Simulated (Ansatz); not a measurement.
B2H4⁻, relaxed as a doublet with UKS PBE-D4/def2-TZVPD in Ansatz, starting from the GFN1-xTB geometry. Force threshold 0.02 eV/Å.

The highest occupied level of the charge -1 doublet lies above zero (up to 1.08 eV). By energy differences its removal costs 1.91 eV (vertical, to the charge 0 singlet, at PBE-D4/def2-TZVPD); a positive level beside a positive removal energy at the same level points to self-interaction error. The relaxation made no stability test and no search for a lower SCF solution. The structure comes from a short search, and lower isomers may exist.

Start:

Cartesian coordinates in Å:
```
B -0.355 0.614 -0.348
B 0.355 -0.614 0.348
H 0.380 -1.738 -0.118
H -0.939 0.547 -1.414
H -0.381 1.739 0.117
H 0.940 -0.547 1.414
```

| step | energy (eV) | largest force component (eV/Å) | SCF passes |
| --- | --- | --- | --- |
| 1 | -1414.4476 | 1.278 | 14 |
| 2 | -1414.5046 | 0.419 | 17 |
| 3 | -1414.5110 | 0.050 | 18 |
| 4 | -1414.5111 | 0.001 | 13 |

Force components are those of the run's own axes.

End:

```xyz
6

B    -0.370    0.641   -0.363
B     0.370   -0.641    0.363
H     0.393   -1.776   -0.113
H    -0.960    0.567   -1.441
H    -0.393    1.776    0.113
H     0.960   -0.567    1.441
```

By distances, no bond broke or formed. The bond that changes most is B1–B2, from 1.58 to 1.65 Å (atoms count from 1).

No frequencies were taken in this run, so the end may be a saddle point.

It took 2.1 s on 4 threads of Arm Neoverse V1 on a shared host.
